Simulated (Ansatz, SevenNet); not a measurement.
For bcc Mo, the machine-learned potential SevenNet-0 (trained on PBE and PBE+U data) gives:

| Item | Value |
|---|---|
| lattice parameter a | 3.167 Å |
| elastic constant C11 | 328 GPa |
| elastic constant C44 | 9.1 GPa |
| Voigt–Reuss–Hill shear modulus | 20.4 GPa |

Q: What does HSE06 (plane waves, PAW; Ansatz, an electronic-structure program) give for the same quantities?

A: 
- lattice constant a: 3.136 Å (drops by 1.0 %)
- elastic constant C11: 514 GPa (rises by 57 %)
- elastic constant C44: 116 GPa (rises by 1200 %)
- Voigt–Reuss–Hill shear modulus: 134 GPa (rises by 560 %)

For comparison: lattice constant a 3.141 Å (measured, static lattice: zero-point anharmonic expansion removed; as tabulated in Mejia-Rodriguez and Trickey (2018), arXiv:1807.09216); elastic constant C11 478 GPa (measured, 0 K, 300 K values taken to 0 K by the source's computed thermal shift; zero-point effects included; as tabulated in Gong and Corso (2024), arXiv:2406.16634); elastic constant C44 112 GPa (measured, 0 K, 300 K values taken to 0 K by the source's computed thermal shift; zero-point effects included; as tabulated in Gong and Corso (2024), arXiv:2406.16634).

Changes are worked out from the printed values.

Unless a cell is named, each level is at its own relaxed cell (SevenNet-0 15.89, HSE06 15.43 Å³/atom).

Caveats: hybrids on metals are sensitive to the k mesh (HSE06); shear constants of such metals converge slowly with the k mesh (HSE06). Ansatz's density-functional and Hartree–Fock values are scalar-relativistic unless marked +SOC, with PAW data made under PBE.
